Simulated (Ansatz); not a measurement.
**C₂H₅NO₃: small, medium and large basis sets**

Aim: see how fast density functionals converge with the basis set for C₂H₅NO₃.

The runs use Ansatz 0.2.0, Gaussian basis; one geometry, several basis sets.

The runs, in order: PBE0-D4/def2-SVP; ωB97M-V/def2-SVP; PBE0-D4/def2-QZVPP; ωB97M-V/def2-QZVPP; the functionals' def2-TZVPP values are taken from earlier runs.

## (1) Structure used throughout

An earlier PBE0-D4 in a triple-zeta def2 set relaxation fixed the geometry.

SMILES `NC(=O)C(O)O`, 11 atoms, charge 0, spin multiplicity 1.

Atoms are counted from 1 here; the program's logs count them from 0.

Bond lengths: N1–C2 1.341 Å, N1–H7 1.005 Å, N1–H8 1.005 Å, C2–O3 1.217 Å, C2–C4 1.540 Å, C4–O5 1.378 Å, C4–O6 1.400 Å, C4–H9 1.099 Å, O5–H10 0.974 Å, O6–H11 0.964 Å. Angles: C2–N1–H7 119.3°, C2–N1–H8 119.3°, H7–N1–H8 119.8°, N1–C2–O3 125.1°, N1–C2–C4 115.0°, O3–C2–C4 119.9°, C2–C4–O5 108.1°, C2–C4–O6 111.7°, C2–C4–H9 108.6°, O5–C4–O6 112.0°, O5–C4–H9 111.4°, O6–C4–H9 105.0°, C4–O5–H10 105.1°, C4–O6–H11 106.8°.

Coordinates:

| atom | x (Å) | y (Å) | z (Å) |
| --- | --- | --- | --- |
| N1 | 0.02419 | -0.80473 | -1.44239 |
| C2 | 0.36606 | 0.22194 | -0.65098 |
| O3 | 0.80399 | 1.28879 | -1.03990 |
| C4 | 0.19066 | -0.03304 | 0.85785 |
| O5 | 0.27244 | 1.17860 | 1.50976 |
| O6 | -1.01121 | -0.69662 | 1.13377 |
| H7 | -0.47947 | -1.58112 | -1.04978 |
| H8 | 0.07387 | -0.69444 | -2.44037 |
| H9 | 0.97927 | -0.72179 | 1.19168 |
| H10 | 0.55275 | 1.81492 | 0.82772 |
| H11 | -1.70716 | -0.02960 | 1.12314 |

## (2) PBE0-D4 in def2-SVP

The input, in.yaml:

```yaml
crystal:
  periodic: [false, false, false]
  atoms:
    - {symbol: N, position_ang: [0.024194, -0.804727, -1.442391]}
    - {symbol: C, position_ang: [0.366060, 0.221940, -0.650983]}
    - {symbol: O, position_ang: [0.803990, 1.288788, -1.039898]}
    - {symbol: C, position_ang: [0.190658, -0.033045, 0.857846]}
    - {symbol: O, position_ang: [0.272444, 1.178600, 1.509757]}
    - {symbol: O, position_ang: [-1.011206, -0.696622, 1.133771]}
    - {symbol: H, position_ang: [-0.479472, -1.581115, -1.049784]}
    - {symbol: H, position_ang: [0.073871, -0.694443, -2.440366]}
    - {symbol: H, position_ang: [0.979272, -0.721793, 1.191682]}
    - {symbol: H, position_ang: [0.552750, 1.814920, 0.827724]}
    - {symbol: H, position_ang: [-1.707162, -0.029604, 1.123142]}
basis:
  gaussian: {orbitals: def2-SVP}
hamiltonian: {xc: pbe0, dispersion: d4}
output: {orbitals: {seedname: orbitals}}
```

Launch:

```console
$ ansatz run in.yaml --threads 4 --pin off --events-out ev --progress --plain --max-ram 10444MiB
```

The runs that follow: ωB97M-V in def2-SVP; PBE0-D4 in def2-QZVPP; ωB97M-V in def2-QZVPP.

Before running them: what should the planned runs give, taken together? Wanted: PBE0-D4: double and triple zeta above quadruple; ωB97M-V: double and triple zeta above quadruple.

As calculated:

| quantity | value |
| --- | --- |
| PBE0-D4: double and triple zeta above quadruple | 12.03, 0.53 eV |
| ωB97M-V: double and triple zeta above quadruple | 12.33, 0.51 eV |

**Reading.** PBE0-D4 gains 11.50 eV from double to triple zeta, then 0.53 eV more. These are total energies; as a rule much of such shifts cancels in differences, which this series doesn't test. The LUMO of ωB97M-V is positive and keeps falling with the basis (2.60 to 1.49 eV): an unbound level that the basis holds in place.
